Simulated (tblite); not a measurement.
C5H9F.
SMILES with atom numbers: `[CH3:1]/[CH:2]=[CH:3]\[C@H:4]([CH3:5])[F:6]` (hydrogens: H7, H8, H9 on C1; H10 on C2; H11 on C3; H12 on C4; H13, H14, H15 on C5)

Computed with GFN2-xTB (tblite), gas phase: Langevin dynamics at 600 K from the optimised GFN2-xTB geometry, time step 0.5 fs, friction 0.01 fs⁻¹, 2000 steps. The instantaneous temperature is 2·E(kin)/(3Nk) with all 3N coordinates.

```csv
t (fs),T (K),E(pot) above start (eV),C1–C2 (Å),C2=C3 (Å),C3–C4 (Å),C4–C5 (Å),C4–F6 (Å),C1–H7 (Å),C2–C3–C4–C5 (°)
0,478,0.000,1.493,1.323,1.500,1.526,1.387,1.089,-85
50,441,0.734,1.468,1.355,1.500,1.495,1.439,1.132,-116
100,407,0.621,1.499,1.292,1.540,1.476,1.351,1.067,-119
150,384,0.639,1.486,1.348,1.439,1.553,1.408,1.096,-117
200,348,0.878,1.507,1.333,1.514,1.439,1.446,1.061,-138
250,589,0.725,1.500,1.300,1.517,1.569,1.335,1.132,-128
300,466,1.288,1.499,1.337,1.427,1.567,1.404,1.132,-106
350,799,1.115,1.593,1.261,1.510,1.525,1.471,1.073,-125
400,704,1.278,1.474,1.369,1.517,1.552,1.384,1.137,-110
450,660,1.519,1.573,1.315,1.539,1.612,1.396,1.064,-76
500,601,1.079,1.463,1.347,1.528,1.514,1.443,1.107,-70
550,688,0.601,1.533,1.326,1.512,1.525,1.378,1.053,-84
600,433,1.133,1.457,1.278,1.539,1.542,1.410,1.110,-77
650,598,0.705,1.486,1.339,1.508,1.573,1.376,1.091,-76
700,558,0.833,1.517,1.377,1.558,1.523,1.405,1.151,-86
750,589,1.066,1.474,1.269,1.542,1.558,1.371,1.085,-103
800,482,0.893,1.514,1.385,1.477,1.512,1.352,1.099,-99
850,741,0.807,1.525,1.284,1.572,1.534,1.432,1.081,-81
900,782,0.901,1.469,1.334,1.519,1.470,1.454,1.109,-84
950,651,1.671,1.599,1.311,1.429,1.634,1.278,1.101,-74
1000,693,1.482,1.444,1.358,1.570,1.565,1.519,1.139,-60
```

Q: From 500 fs on, how do temperature and potential energy compare with equipartition?

A: The mean temperature of these 11 frames is 620 K against the target 600 K, and the mean potential energy 1.02 eV against 39 × kT/2 = 1.01 eV for 39 classical harmonic modes. For 15 atoms in a canonical ensemble the temperature itself scatters by T·√(2/(3N)) = 126 K; here its standard deviation is 101 K. The whole run lasts only 10 friction times of 100 fs, so these averages carry a wide statistical error.

Q: What are the kinetic and total energies of the listed frame with the highest potential energy?

A: The one at 950 fs, 1.671 eV above the start. Its kinetic energy is 3NkT/2 = 1.262 eV at 651 K, so the sum is 2.93 eV; over the listed frames the sum runs from 0.93 to 2.93 eV, since the thermostat adds and removes energy.

Q: How much do the listed bonds fluctuate from 500 fs on?

A: 
```tsv
bond	at the start (Å)	mean (Å)	standard deviation (Å)
C1–C2	1.493	1.498	0.043
C2=C3	1.323	1.328	0.037
C3–C4	1.500	1.523	0.040
C4–C5	1.526	1.541	0.040
C4–F6	1.387	1.401	0.060
C1–H7	1.089	1.102	0.026
```

The motion is classical and holds no zero-point motion.

The cost below is that of the whole dynamics run. Hardware: one thread, Intel Xeon Platinum 8488C (x86_64), on a shared host. Cost: 7.7 s, 0.18 GiB resident at most.
